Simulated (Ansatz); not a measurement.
**How far a parabola holds: energy against volume of zinc-blende BeTe**

Zinc-blende BeTe was calculated with r²SCAN in Ansatz (PAW). Run with plane-wave cutoff 560 eV, 10×10×10 k mesh, Fermi–Dirac smearing 0.01 eV, scalar-relativistic PAW data made under PBE. The cell has no free parameter but its volume, all volumes share cutoff and mesh, and the runs aren't spin-polarised. Energies are free energies at the run's smearing, counted from the lowest row; static lattice.

| V (Å³/atom) | E (meV/atom) |
|---|---|
| 21.270 | ? |
| 21.722 | 7.20 |
| 22.175 | 1.75 |
| 22.627 | 0.00 |
| 23.080 | 1.61 |
| 23.532 | 6.25 |

Task: Fit E against V with a parabola, and predict the withheld value at V = 21.270.

Result: With u = V - 22.6, the rows have u = -0.8780, -0.4250, 0.0270, 0.4800, 0.9320. Least squares gives E = 0.017 - 0.8959·u + 8.2119·u². Residuals (row less fit): 0.066, -0.131, 0.001, 0.131, -0.065; standard error 0.146 (degrees of freedom: 2). The fitted curve has its minimum at V = 22.7, where E = -0.01. Its curvature is d²E/dV² = 2 × 8.2119 meV/Å⁶, so B = V0·d²E/dV² × 0.1602 = 59.6 GPa. At the withheld row, u = -1.3300, so E = 0.017 - 0.8959 × (-1.3300) + 8.2119 × (-1.3300)² = 15.735 meV/atom. The calculation gives 16.74 meV/atom, 1.005 meV/atom above the prediction (6.0 % of the range of E in the table). The row lies outside the fitted rows, so this is an extrapolation. From the scatter of the fitted rows alone, a prediction at this place has a standard error of 0.346 meV/atom, so the miss is 2.9 times that.

The residuals are curvature that a parabola lacks, not noise. A solid that stiffens under compression and softens on expansion lies above the parabola at the compressed end and under it at the expanded end, as this row does. A third-order Birch-Murnaghan fit to the whole scan has B0 = 59.3 GPa. Only scans are tabulated whose curvature falls smoothly with volume, and where the parabola meets the shown rows within 5 % of their range and misses the end by 0.1 meV or more.

Measured, for comparison: bulk modulus 67 GPa (room temperature, no zero-point or thermal correction; as tabulated in Elmahjoubi et al. (2023), arXiv:2303.01780). Computed less measured: bulk modulus -11 %.

Spin–orbit coupling is not included.

Ansatz is a program for electronic structure.
